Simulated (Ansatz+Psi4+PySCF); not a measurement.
Values are calculated unless marked as measured or tabulated.
This Psi4 input gave a total energy of -472.43486 hartree.

```
molecule {
1 2
O 0.000000 0.000000 -1.015990
S 0.000000 0.000000 0.508000
}

basis {
assign O cc-pVTZ
assign S cc-pV(T+d)Z
}
set reference uhf
set scf_type pk
set mp2_type conv
set cc_type conv
set num_frozen_docc 6
energy('ccsd(t)')
```

(1) Write an input for PySCF with the same method and basis set.

## Answers

(1)

```python
from pyscf import gto, scf, cc

# the (T+d) and (D+d) sets load through basis_set_exchange
mol = gto.M(atom="""
O 0.000000 0.000000 -1.015990
S 0.000000 0.000000 0.508000
""", basis={'O': 'cc-pvtz', 'S': 'cc-pv(t+d)z'}, charge=1, spin=1)
mf = scf.UHF(mol)
mf.kernel()
mycc = cc.CCSD(mf, frozen=6).run()
et = mycc.ccsd_t()
print(mf.e_tot, mycc.e_corr, et, mycc.e_tot + et)
```

PySCF 2.14.0 gave -472.43486 hartree, 0.00 meV from the first. The reference isn't the lowest determinant (another lies 0.80 eV lower), but the same method gives a higher total on the lower determinant. Caution: large amplitudes, a single reference is doubtful.
